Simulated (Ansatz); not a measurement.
# C2H4N2O: the cost of one run

All numbers are computed with Ansatz 0.2.0 through its Python package. Level of theory: B3LYP+D3(BJ)/6-31G*.

## Step 1: The system

Bond lengths: N1–C2 1.127 Å, C2–C3 1.294 Å, C3–N4 1.326 Å, C3–O5 1.376 Å, N1–H6 1.090 Å, N4–H7 0.998 Å, N4–H8 0.996 Å, O5–H9 1.027 Å. Angles: N1–C2–C3 178.3°, C2–N1–H6 111.0°, C2–C3–N4 124.9°, C2–C3–O5 118.8°, N4–C3–O5 115.9°, C3–N4–H7 115.4°, C3–N4–H8 113.3°, H7–N4–H8 114.2°, C3–O5–H9 108.9°.

The script holds or builds the structure itself.

## Step 2: Script

Contents of c2h4n2o.py:

```python
# -*- coding: utf-8 -*-
'''Vertical spin-state energies of C2H4N2O.'''

import ansatz as az
from rdkit import Chem
from rdkit.Chem import AllChem


def main():
    # a force-field geometry from the SMILES
    rd = Chem.AddHs(Chem.MolFromSmiles('N=C=C(N)O'))
    AllChem.EmbedMolecule(rd, randomSeed=352)
    AllChem.UFFOptimizeMolecule(rd)
    c2h4n2o = az.Crystal.molecule()
    for atom, xyz in zip(rd.GetAtoms(), rd.GetConformer().GetPositions()):
        c2h4n2o = c2h4n2o.atom(atom.GetSymbol(), xyz.round(5).tolist())

    base = (
        c2h4n2o.calculation()
        .basis(gaussian='6-31G*')
        .functional('b3lyp', dispersion='d3bj')
    )
    found = {}
    for unpaired in [0, 2]:
        rep = base.spin('collinear', total=unpaired).run(threads=1, pin='off').report
        s = unpaired / 2
        found[unpaired] = rep['free_energy_ev']
        print(f'2S+1 = {unpaired + 1}: E = {found[unpaired]:.5f} eV, <S^2> = {abs(rep["mean_field"]["state"]["spin_squared"]):.3f} (pure state {s * (s + 1):.2f})')
    lowest = min(found, key=found.get)
    for unpaired, e in found.items():
        print(f'multiplicity {unpaired + 1}: {(e - found[lowest]):.3f} eV above the lowest')


if __name__ == '__main__':
    main()
```

## Step 3: The input behind the calls

The package turns the script's settings into the engine's input (first run):

```yaml
crystal:
  periodic: [false, false, false]
  atoms:
    - { symbol: "N", position_ang: [2.20177, 0.25343, -0.02488] }
    - { symbol: C, position_ang: [0.93646, 0.2217, 0.0742] }
    - { symbol: C, position_ang: [-0.36636, 0.18874, 0.17601] }
    - { symbol: "N", position_ang: [-1.11166, -0.82073, -0.50311] }
    - { symbol: O, position_ang: [-1.035, 1.13714, 0.9468] }
    - { symbol: H, position_ang: [2.69755, -0.4594, -0.60351] }
    - { symbol: H, position_ang: [-0.63464, -1.54383, -1.08761] }
    - { symbol: H, position_ang: [-2.15198, -0.84489, -0.42021] }
    - { symbol: H, position_ang: [-0.53616, 1.86783, 1.44231] }
basis:
  gaussian:
    orbitals: "6-31G*"
hamiltonian:
  xc: b3lyp
  dispersion: d3bj
magnetization:
  spin_polarized: true
  initial_magnetization: 0.0
```

## Step 4: Launch

Run with:

```
$ python c2h4n2o.py
```

Q: Estimate wall time and peak memory on 1 thread of Arm Neoverse V2, shared host.

About 18 s, with a peak of 0.33 GiB.
